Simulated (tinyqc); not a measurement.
Worked calculation (part 2 of 3): UHF in the sto-3g basis, for CH2, spin multiplicity 3. Computed by tinyqc, a small Python program that keeps every step (integrals from PySCF). Command: `OMP_NUM_THREADS=1 python tinyqc.py 21738 21739 out.jsonl` (the two numbers bound the seeds that draw the settings). One thread of a shared host (Intel(R) Xeon(R) Processor @ 2.60GHz), about 0.1 s of CPU time with the checks.

Geometry (angstrom):
```
atom         x          y         z
C     0.000000   0.000000  0.000000
H     0.000000   1.083000  0.711000
H     0.000000  -1.083000  0.711000
```

## Iteration 2: building the Fock matrix

D(alpha) after iteration 1:
```
            1C 1s      1C 2s     1C 2px     1C 2py     1C 2pz      2H 1s      3H 1s
1C 1s    1.058511  -0.232505   0.032825  -0.018069   0.008787  -0.014318  -0.028225
1C 2s   -0.232505   0.941272  -0.185017   0.075310  -0.020815   0.039779   0.055199
1C 2px   0.032825  -0.185017   0.931012   0.092129  -0.077699   0.115085   0.272802
1C 2py  -0.018069   0.075310   0.092129   0.764437  -0.024978   0.088720  -0.177746
1C 2pz   0.008787  -0.020815  -0.077699  -0.024978   1.003578   0.043533  -0.084299
2H 1s   -0.014318   0.039779   0.115085   0.088720   0.043533   0.028563   0.017307
3H 1s   -0.028225   0.055199   0.272802  -0.177746  -0.084299   0.017307   0.159623
```

D(beta) after iteration 1:
```
            1C 1s      1C 2s     1C 2px     1C 2py     1C 2pz      2H 1s      3H 1s
1C 1s    1.051513  -0.201178  -0.011933   0.018248   0.013158  -0.035675  -0.049434
1C 2s   -0.201178   0.800746   0.072897   0.010877  -0.012710   0.062283   0.194314
1C 2px  -0.011933   0.072897   0.022395   0.019049  -0.126148   0.013134   0.021485
1C 2py   0.018248   0.010877   0.019049   0.021030  -0.142579   0.009084   0.006959
1C 2pz   0.013158  -0.012710  -0.126148  -0.142579   0.995256  -0.061587  -0.033314
2H 1s   -0.035675   0.062283   0.013134   0.009084  -0.061587   0.008912   0.016961
3H 1s   -0.049434   0.194314   0.021485   0.006959  -0.033314   0.016961   0.048072
```

core Hamiltonian H = T + V (hartree):
```
             1C 1s      1C 2s     1C 2px     1C 2py     1C 2pz      2H 1s      3H 1s
1C 1s   -18.578544  -4.481012   0.000000   0.000000  -0.013159  -0.705954  -0.705954
1C 2s    -4.481012  -5.525679   0.000000   0.000000  -0.144760  -1.787373  -1.787373
1C 2px    0.000000   0.000000  -4.419055   0.000000   0.000000   0.000000   0.000000
1C 2py    0.000000   0.000000   0.000000  -4.542680   0.000000  -1.321245   1.321245
1C 2pz   -0.013159  -0.144760   0.000000   0.000000  -4.472338  -0.895187  -0.895187
2H 1s    -0.705954  -1.787373   0.000000  -1.321245  -0.895187  -3.138356  -0.399870
3H 1s    -0.705954  -1.787373   0.000000   1.321245  -0.895187  -0.399870  -3.138356
```

nuclear repulsion = 5.14585982 hartree

Given earlier and not repeated: Two-electron integrals (ij|kl) in chemists' order.

J_ij = sum D_kl (ij|kl) with D = D(alpha) + D(beta), K_ij = sum D_kl (ik|jl) for each spin; F = H + J - K(s); E = tr D H + tr D J / 2 - 0.5 sum_s tr D(s) K(s) + E_nn.

Coulomb J (hartree):
```
            1C 1s      1C 2s     1C 2px     1C 2py     1C 2pz      2H 1s      3H 1s
1C 1s   11.959369   2.323005  -0.001317   0.001566   0.001548   0.362488   0.362473
1C 2s    2.323005   5.334051  -0.003830  -0.006400   0.019966   1.636666   1.657289
1C 2px  -0.001317  -0.003830   5.296221   0.005969  -0.011286  -0.000594  -0.002238
1C 2py   0.001566  -0.006400   0.005969   5.310879  -0.018176   1.279247  -1.308324
1C 2pz   0.001548   0.019966  -0.011286  -0.018176   5.378582   0.852046   0.871621
2H 1s    0.362488   1.636666  -0.000594   1.279247   0.852046   3.124684   0.352843
3H 1s    0.362473   1.657289  -0.002238  -1.308324   0.871621   0.352843   3.239075
```

exchange K(alpha) (hartree):
```
            1C 1s      1C 2s     1C 2px     1C 2py     1C 2pz     2H 1s      3H 1s
1C 1s    3.637672   0.663708  -0.000525  -0.000524   0.000657  0.109878   0.108935
1C 2s    0.663708   1.050232  -0.046641   0.020166   0.004388  0.348718   0.364623
1C 2px  -0.000525  -0.046641   0.838003   0.033965  -0.009610  0.022961   0.046343
1C 2py  -0.000524   0.020166   0.033965   0.836532  -0.012028  0.245586  -0.281718
1C 2pz   0.000657   0.004388  -0.009610  -0.012028   0.886122  0.162744   0.150160
2H 1s    0.109878   0.348718   0.022961   0.245586   0.162744  0.293970   0.073355
3H 1s    0.108935   0.364623   0.046343  -0.281718   0.150160  0.073355   0.389580
```

exchange K(beta) (hartree):
```
           1C 1s      1C 2s     1C 2px     1C 2py     1C 2pz     2H 1s      3H 1s
1C 1s   3.596669   0.610416   0.008100   0.015248   0.002920  0.095222   0.095952
1C 2s   0.610416   0.773173   0.060508  -0.011665   0.004619  0.241414   0.299172
1C 2px  0.008100   0.060508   0.186102   0.010819  -0.076745  0.011870   0.008673
1C 2py  0.015248  -0.011665   0.010819   0.200279  -0.099668  0.030283  -0.087428
1C 2pz  0.002920   0.004619  -0.076745  -0.099668   0.793246  0.090949   0.159921
2H 1s   0.095222   0.241414   0.011870   0.030283   0.090949  0.124841   0.104874
3H 1s   0.095952   0.299172   0.008673  -0.087428   0.159921  0.104874   0.232837
```

F(alpha) (hartree):
```
             1C 1s      1C 2s     1C 2px     1C 2py     1C 2pz      2H 1s      3H 1s
1C 1s   -10.256848  -2.821716  -0.000793   0.002089  -0.012268  -0.453344  -0.452416
1C 2s    -2.821716  -1.241860   0.042811  -0.026566  -0.129182  -0.499425  -0.494707
1C 2px   -0.000793   0.042811   0.039163  -0.027996  -0.001676  -0.023555  -0.048581
1C 2py    0.002089  -0.026566  -0.027996  -0.068333  -0.006147  -0.287585   0.294639
1C 2pz   -0.012268  -0.129182  -0.001676  -0.006147   0.020122  -0.205886  -0.173726
2H 1s    -0.453344  -0.499425  -0.023555  -0.287585  -0.205886  -0.307643  -0.120382
3H 1s    -0.452416  -0.494707  -0.048581   0.294639  -0.173726  -0.120382  -0.288860
```

F(beta) (hartree):
```
             1C 1s      1C 2s     1C 2px     1C 2py     1C 2pz      2H 1s      3H 1s
1C 1s   -10.215844  -2.768424  -0.009417  -0.013683  -0.014530  -0.438688  -0.439433
1C 2s    -2.768424  -0.964800  -0.064338   0.005265  -0.129412  -0.392120  -0.429257
1C 2px   -0.009417  -0.064338   0.691064  -0.004850   0.065459  -0.012464  -0.010911
1C 2py   -0.013683   0.005265  -0.004850   0.567920   0.081492  -0.072282   0.100349
1C 2pz   -0.014530  -0.129412   0.065459   0.081492   0.112998  -0.134090  -0.183487
2H 1s    -0.438688  -0.392120  -0.012464  -0.072282  -0.134090  -0.138514  -0.151901
3H 1s    -0.439433  -0.429257  -0.010911   0.100349  -0.183487  -0.151901  -0.132118
```

total energy of this density = -37.57677163 hartree

## Iteration 2: diagonalisation and new density

X:
```
            1C 1s      1C 2s    1C 2px     1C 2py     1C 2pz      2H 1s      3H 1s
1C 1s    1.026364  -0.145613  0.000000   0.000000  -0.008980   0.022447   0.022447
1C 2s   -0.145613   1.169202  0.000000   0.000000   0.079741  -0.238049  -0.238049
1C 2px   0.000000   0.000000  1.000000   0.000000   0.000000   0.000000   0.000000
1C 2py   0.000000   0.000000  0.000000   1.104825   0.000000  -0.206826   0.206826
1C 2pz  -0.008980   0.079741  0.000000   0.000000   1.043866  -0.131483  -0.131483
2H 1s    0.022447  -0.238049  0.000000  -0.206826  -0.131483   1.145048  -0.016920
3H 1s    0.022447  -0.238049  0.000000   0.206826  -0.131483  -0.016920   1.145048
```

Diagonalise F' = X^T F X, C = X C', fill 5 alpha and 3 beta electrons from the bottom; D(s) = C_occ C_occ^T. Each column has its largest component positive (the first on a tie).

F' = X^T F X (alpha) (hartree):
```
            1          2          3          4          5          6          7
1  -10.023325  -1.533116  -0.008652   0.006961  -0.024551  -0.028726  -0.025687
2   -1.533116  -0.520454   0.067208  -0.036331   0.002783  -0.315203  -0.325038
3   -0.008652   0.067208   0.039163  -0.036107   0.011156  -0.030347  -0.071007
4    0.006961  -0.036331  -0.036107   0.167457  -0.003967  -0.326849   0.353682
5   -0.024551   0.002783   0.011156  -0.003967   0.104404  -0.207927  -0.175284
6   -0.028726  -0.315203  -0.030347  -0.326849  -0.207927  -0.012907  -0.036022
7   -0.025687  -0.325038  -0.071007   0.353682  -0.175284  -0.036022   0.008557
```

orbital energies (alpha) (hartree): MO1 -10.265763, MO2 -0.652520, MO3 -0.384924, MO4 -0.044239, MO5 0.051413, MO6 0.459747, MO7 0.599178

coefficients C (alpha):
```
              MO1        MO2        MO3        MO4        MO5        MO6        MO7
1C 1s    0.991372  -0.215305  -0.010578  -0.137545  -0.064826   0.146310   0.043587
1C 2s    0.035042   0.681956   0.027428   0.598451   0.249379  -0.758403  -0.213016
1C 2px  -0.000117  -0.010718  -0.001924  -0.575765   0.790737  -0.170924  -0.117884
1C 2py  -0.000176   0.035937  -0.503597   0.008690   0.105544  -0.223809   0.994980
1C 2pz   0.004263   0.172233  -0.019852  -0.518617  -0.548107  -0.719636  -0.115471
2H 1s   -0.006634   0.318712  -0.449502  -0.298397  -0.097830   0.881744  -0.498899
3H 1s   -0.006871   0.270685   0.516387  -0.301278   0.026941   0.535335   0.842974
```

F' = X^T F X (beta) (hartree):
```
           1          2          3          4          5          6          7
1  -9.989886  -1.519063  -0.001410  -0.015393  -0.026341  -0.025664  -0.025755
2  -1.519063  -0.240091  -0.063069  -0.001287  -0.001805  -0.277670  -0.331048
3  -0.001410  -0.063069   0.691064  -0.005038   0.066358  -0.006587  -0.006788
4  -0.015393  -0.001287  -0.005038   0.773538   0.079057  -0.244110   0.259797
5  -0.026341  -0.001805   0.066358   0.079057   0.191258  -0.163125  -0.193564
6  -0.025664  -0.277670  -0.006587  -0.244110  -0.163125   0.079903  -0.050591
7  -0.025755  -0.331048  -0.006788   0.259797  -0.193564  -0.050591   0.126828
```

orbital energies (beta) (hartree): MO1 -10.222183, MO2 -0.449457, MO3 -0.016101, MO4 0.119463, MO5 0.554346, MO6 0.705034, MO7 0.941513

coefficients C (beta):
```
              MO1        MO2        MO3        MO4        MO5        MO6        MO7
1C 1s    0.992882  -0.186899  -0.018550   0.149863  -0.178315   0.018911   0.003437
1C 2s    0.029344   0.572663   0.047787  -0.613117   0.892109  -0.068774  -0.018478
1C 2px   0.000992   0.025865   0.025942  -0.145815  -0.041936   0.987713   0.007683
1C 2py   0.001642  -0.028419   0.200144  -0.054814  -0.008611  -0.021710   1.123287
1C 2pz   0.004187   0.209922  -0.182551   0.755270   0.675823   0.138845   0.082551
2H 1s   -0.006886   0.326623   0.708190   0.327165  -0.662043  -0.002877  -0.524451
3H 1s   -0.005517   0.387114  -0.577611   0.028813  -0.817412  -0.029494   0.524664
```

D(alpha) after iteration 2:
```
            1C 1s      1C 2s     1C 2px     1C 2py     1C 2pz      2H 1s      3H 1s
1C 1s    1.052408  -0.210859   0.030146  -0.010622   0.074218  -0.023057  -0.030861
1C 2s   -0.210859   0.887378  -0.154741   0.042210  -0.329993   0.001813   0.024936
1C 2px   0.030146  -0.154741   0.956888   0.079038  -0.136615   0.091899   0.190875
1C 2py  -0.010622   0.042210   0.079038   0.266117  -0.046170   0.224904  -0.250097
1C 2pz   0.074218  -0.329993  -0.136615  -0.046170   0.599462   0.272163   0.177822
2H 1s   -0.023057   0.001813   0.091899   0.224904   0.272163   0.402285  -0.058536
3H 1s   -0.030861   0.024936   0.190875  -0.250097   0.177822  -0.058536   0.431468
```

D(beta) after iteration 2:
```
            1C 1s      1C 2s     1C 2px     1C 2py     1C 2pz      2H 1s      3H 1s
1C 1s    1.021090  -0.078782  -0.004330   0.003229  -0.031691  -0.081020  -0.067114
1C 2s   -0.078782   0.331088   0.016081  -0.006662   0.111614   0.220685   0.193922
1C 2px  -0.004330   0.016081   0.001343   0.004459   0.000698   0.026813  -0.004977
1C 2py   0.003229  -0.006662   0.004459   0.040868  -0.042495   0.132446  -0.126616
1C 2pz  -0.031691   0.111614   0.000698  -0.042495   0.077410  -0.060744   0.186684
2H 1s   -0.081020   0.220685   0.026813   0.132446  -0.060744   0.608263  -0.282580
3H 1s   -0.067114   0.193922  -0.004977  -0.126616   0.186684  -0.282580   0.483522
```

## Iteration 32 (converged): orbitals

converged F(alpha) (hartree):
```
             1C 1s      1C 2s     1C 2px     1C 2py     1C 2pz      2H 1s      3H 1s
1C 1s   -10.993818  -2.977692   0.000000   0.000000  -0.004066  -0.476146  -0.476146
1C 2s    -2.977692  -1.547643   0.000000  -0.000001   0.044827  -0.550283  -0.550283
1C 2px    0.000000   0.000000  -0.357501   0.000000   0.000000   0.000000   0.000000
1C 2py    0.000000  -0.000001   0.000000  -0.204930   0.000000  -0.325082   0.325082
1C 2pz   -0.004066   0.044827   0.000000   0.000000  -0.278050  -0.224272  -0.224272
2H 1s    -0.476146  -0.550283   0.000000  -0.325082  -0.224272  -0.306445  -0.127147
3H 1s    -0.476146  -0.550283   0.000000   0.325082  -0.224272  -0.127147  -0.306447
```

converged F(beta) (hartree):
```
             1C 1s      1C 2s    1C 2px     1C 2py     1C 2pz      2H 1s      3H 1s
1C 1s   -10.936304  -2.926416  0.000000   0.000000  -0.003826  -0.464793  -0.464793
1C 2s    -2.926416  -1.144533  0.000000   0.000001  -0.211381  -0.513813  -0.513813
1C 2px    0.000000   0.000000  0.388402   0.000000   0.000000   0.000000   0.000000
1C 2py    0.000000   0.000001  0.000000  -0.037183   0.000000  -0.312189   0.312189
1C 2pz   -0.003826  -0.211381  0.000000   0.000000   0.283122  -0.181252  -0.181252
2H 1s    -0.464793  -0.513813  0.000000  -0.312189  -0.181252  -0.325829  -0.107543
3H 1s    -0.464793  -0.513813  0.000000   0.312189  -0.181252  -0.107543  -0.325827
```

As before.

F' = X^T F X (alpha) (hartree):
```
            1          2          3          4          5          6          7
1  -10.760684  -1.559422   0.000000   0.000000  -0.039717  -0.031401  -0.031401
2   -1.559422  -0.813683   0.000000  -0.000001   0.198477  -0.342254  -0.342254
3    0.000000   0.000000  -0.357501   0.000000   0.000000   0.000000   0.000000
4    0.000000  -0.000001   0.000000   0.031649  -0.000001  -0.355225   0.355225
5   -0.039717   0.198477   0.000000  -0.000001  -0.172940  -0.237509  -0.237509
6   -0.031401  -0.342254   0.000000  -0.355225  -0.237509   0.025112  -0.027774
7   -0.031401  -0.342254   0.000000   0.355225  -0.237509  -0.027774   0.025110
```

orbital energies (alpha) (hartree): MO1 -11.000695, MO2 -0.840457, MO3 -0.460209, MO4 -0.402845, MO5 -0.357501, MO6 0.494027, MO7 0.544743

coefficients C (alpha):
```
              MO1        MO2        MO3        MO4       MO5        MO6        MO7
1C 1s    0.992640  -0.251894   0.000000   0.069222  0.000000  -0.148788   0.000000
1C 2s    0.030037   0.866210   0.000002  -0.352681  0.000000   0.795187   0.000003
1C 2px   0.000000   0.000000   0.000000   0.000000  1.000000   0.000000   0.000000
1C 2py   0.000000   0.000001   0.584811   0.000002  0.000000  -0.000004   0.981931
1C 2pz   0.002464  -0.042719  -0.000002   0.797236  0.000000   0.702322   0.000002
2H 1s   -0.005560   0.179493   0.427025   0.302374  0.000000  -0.766234  -0.731788
3H 1s   -0.005560   0.179493  -0.427029   0.302372  0.000000  -0.766238   0.731782
```

F' = X^T F X (beta) (hartree):
```
            1          2         3          4          5          6          7
1  -10.706971  -1.569588  0.000000   0.000000  -0.005964  -0.027530  -0.027530
2   -1.569588  -0.365339  0.000000   0.000001  -0.067035  -0.356390  -0.356390
3    0.000000   0.000000  0.388402   0.000000   0.000000   0.000000   0.000000
4    0.000000   0.000001  0.000000   0.221287   0.000000  -0.366532   0.366532
5   -0.005964  -0.067035  0.000000   0.000000   0.373295  -0.198138  -0.198137
6   -0.027530  -0.356390  0.000000  -0.366532  -0.198138  -0.015878  -0.018082
7   -0.027530  -0.356390  0.000000   0.366532  -0.198137  -0.018082  -0.015876
```

orbital energies (beta) (hartree): MO1 -10.941139, MO2 -0.634745, MO3 -0.418057, MO4 0.261876, MO5 0.388402, MO6 0.581034, MO7 0.641549

coefficients C (beta):
```
              MO1        MO2        MO3        MO4       MO5        MO6        MO7
1C 1s    0.993979  -0.193467   0.000001  -0.185801  0.000000  -0.125570   0.000000
1C 2s    0.024834   0.610027  -0.000002   0.819732  0.000000   0.680602  -0.000001
1C 2px   0.000000   0.000000   0.000000   0.000000  1.000000   0.000000   0.000000
1C 2py   0.000000   0.000000   0.468591   0.000001  0.000000   0.000003   1.042408
1C 2pz   0.002657   0.173592   0.000000  -0.568207  0.000000   0.881857  -0.000002
2H 1s   -0.004799   0.344518   0.507972  -0.388882  0.000000  -0.663966  -0.678104
3H 1s   -0.004799   0.344516  -0.507970  -0.388884  0.000000  -0.663964   0.678108
```

D(alpha) after iteration 32:
```
            1C 1s      1C 2s    1C 2px     1C 2py     1C 2pz      2H 1s      3H 1s
1C 1s    1.053577  -0.212791  0.000000   0.000000   0.068393  -0.029801  -0.029801
1C 2s   -0.212791   0.875606  0.000000   0.000001  -0.318099   0.048671   0.048670
1C 2px   0.000000   0.000000  1.000000   0.000000   0.000000   0.000000   0.000000
1C 2py   0.000000   0.000001  0.000000   0.342004   0.000001   0.249730  -0.249730
1C 2pz   0.068393  -0.318099  0.000000   0.000001   0.637416   0.233381   0.233381
2H 1s   -0.029801   0.048671  0.000000   0.249730   0.233381   0.306029  -0.058674
3H 1s   -0.029801   0.048670  0.000000  -0.249730   0.233381  -0.058674   0.306031
```

D(beta) after iteration 32:
```
            1C 1s      1C 2s    1C 2px     1C 2py     1C 2pz      2H 1s      3H 1s
1C 1s    1.025425  -0.093336  0.000000   0.000000  -0.030943  -0.071423  -0.071423
1C 2s   -0.093336   0.372749  0.000000  -0.000001   0.105962   0.210045   0.210046
1C 2px   0.000000   0.000000  0.000000   0.000000   0.000000   0.000000   0.000000
1C 2py   0.000000  -0.000001  0.000000   0.219578   0.000000   0.238031  -0.238030
1C 2pz  -0.030943   0.105962  0.000000   0.000000   0.030141   0.059793   0.059793
2H 1s   -0.071423   0.210045  0.000000   0.238031   0.059793   0.376751  -0.139319
3H 1s   -0.071423   0.210046  0.000000  -0.238030   0.059793  -0.139319   0.376748
```

## Convergence

Stop when the energy changes by less than 1e-10 hartree and every element of the error matrix X^T (F D S - S D F) X (for each spin) is below 3e-06.

Course of the cycle:
```
iteration   E (hartree)     change  largest element of the error matrix
1          -27.71056112          -                             3.14e+00
2          -37.57677163  -9.87e+00                             2.52e-01
3          -38.28231874  -7.06e-01                             1.40e-01
4          -38.36696022  -8.46e-02                             3.18e-02
5          -38.37564609  -8.69e-03                             1.51e-02
6          -38.37774211  -2.10e-03                             8.18e-03
7          -38.37832196  -5.80e-04                             4.47e-03
8          -38.37849932  -1.77e-04                             2.47e-03
9          -38.37855853  -5.92e-05                             1.38e-03
10         -38.37858016  -2.16e-05                             7.73e-04
11         -38.37858887  -8.71e-06                             5.54e-04
12         -38.37859275  -3.88e-06                             4.06e-04
13         -38.37859464  -1.89e-06                             3.02e-04
14         -38.37859562  -9.87e-07                             2.27e-04
...                 ...        ...                                  ...
19         -38.37859681  -6.00e-08                             5.83e-05
20         -38.37859685  -3.53e-08                             4.47e-05
21         -38.37859687  -2.08e-08                             3.43e-05
22         -38.37859688  -1.22e-08                             2.63e-05
23         -38.37859689  -7.21e-09                             2.02e-05
24         -38.37859689  -4.25e-09                             1.55e-05
25         -38.37859689  -2.51e-09                             1.19e-05
26         -38.37859690  -1.48e-09                             9.15e-06
27         -38.37859690  -8.72e-10                             7.03e-06
28         -38.37859690  -5.14e-10                             5.40e-06
29         -38.37859690  -3.03e-10                             4.15e-06
30         -38.37859690  -1.79e-10                             3.19e-06
31         -38.37859690  -1.06e-10                             2.45e-06
32         -38.37859690  -6.23e-11                             1.88e-06
```

PySCF UHF in the same basis, after a stability check = -38.37859690 hartree

Converged in 32 iterations.
